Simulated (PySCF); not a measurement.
C2H, SMILES C#[C], doublet, PBE0/def2-SVP optimised geometry.

```
3

C      1.14     0.00     0.00
C     -0.07     0.00     0.00
H     -1.14     0.00     0.00
```

Density from PySCF with unrestricted PBE0/def2-TZVP at that geometry.

Minimum of the electron density along straight lines between bonded atoms, close to the bond critical point (lines longer than 1.1 times the sum of covalent radii, or with two minima, are not listed):

```
bond   length / Å  ρ at the minimum / e bohr⁻³  ∇²ρ there / e bohr⁻⁵  position (fraction from the first atom)
-----  ----------  ---------------------------  --------------------  ---------------------------------------
C1–C2       1.212                        0.395                 -1.04                                     0.49
C2–H3       1.076                        0.281                 -1.03                                     0.67
```
